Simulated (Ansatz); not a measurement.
**CH3AlF− (SMILES [CH2-][AlH][F]): one structure at several levels**

The task here is to estimate one member of a computed series from the others.

Program: Ansatz 0.2.0, Gaussian basis. Level of theory: single points in def2-TZVPPD. These are calculated values, not measurements.

Correlated methods freeze the cores.

## Where the work starts

SMILES `[CH2-][AlH][F]`, 6 atoms, charge -1, spin multiplicity 1.

Atoms are counted from 1 here; the program's logs count them from 0.

Bond lengths: C1–Al2 1.979 Å, C1–H4 1.049 Å, C1–H5 1.111 Å, Al2–F3 1.755 Å, Al2–H6 1.541 Å. Angles: Al2–C1–H4 107.2°, Al2–C1–H5 104.0°, H4–C1–H5 110.5°, C1–Al2–F3 123.8°, C1–Al2–H6 139.6°, F3–Al2–H6 95.6°.

Coordinates:

```xyz
6
CH3AlF
C    -0.4147    0.1575   -1.1806
Al    0.4231    0.0955    0.6112
F     2.0311   -0.5392    0.9157
H    -1.2023    0.8483   -1.1319
H    -0.8078   -0.8715   -1.3288
H     0.0317    0.2307    2.0953
```

The first run:

run/in.yaml reads:

```yaml
crystal:
  periodic: [false, false, false]
  atoms:
    - {symbol: C, position_ang: [-0.414700, 0.157500, -1.180600]}
    - {symbol: Al, position_ang: [0.423100, 0.095500, 0.611200]}
    - {symbol: F, position_ang: [2.031100, -0.539200, 0.915700]}
    - {symbol: H, position_ang: [-1.202300, 0.848300, -1.131900]}
    - {symbol: H, position_ang: [-0.807800, -0.871500, -1.328800]}
    - {symbol: H, position_ang: [0.031700, 0.230700, 2.095300]}
basis:
  gaussian: {orbitals: "def2-TZVPPD.json"}
total_charge: -1
correlation: {method: ccsd_t}
output: {forces: true}
```

The basis file named in the input lies beside it (Basis Set Exchange, JSON).

The run is started by

```sh
$ ansatz run in.yaml --threads 4 --pin off --events-out ev --progress --plain --max-ram 5222MiB
```

Steps of the session up to this table: CCSD(T)/def2-TZVPPD; PBE0-D4/def2-TZVPPD; wB97M-V/def2-TZVPPD; r2SCAN-D4/def2-TZVPPD; PBE-D4/def2-TZVPPD; BHLYP-D4/def2-TZVPPD; r2SCAN0-D4/def2-TZVPPD.

One table of the session follows, with a row left open; its other results are not shown here.

```
    method  RMS force component (eV/Å)  angle to CCSD(T) forces (°)
   CCSD(T)                       1.044                    reference
   PBE0-D4                           ?                            ?
   wB97M-V                       1.064                          5.1
 r2SCAN-D4                       1.079                          2.6
    PBE-D4                       1.066                          8.2
  BHLYP-D4                       1.070                          9.8
r2SCAN0-D4                       1.100                          6.3
```

Q: Estimate the row for PBE0-D4 from the others.

As computed: RMS force component (eV/Å): 1.089; angle to CCSD(T) forces (°): 3.1. In the column «RMS force component (eV/Å)» it lies between r2SCAN-D4 (1.079) and r2SCAN0-D4 (1.100).

Caveats from the session: The anion's highest level is positive in at least one run, so there the basis alone may hold the extra electron.
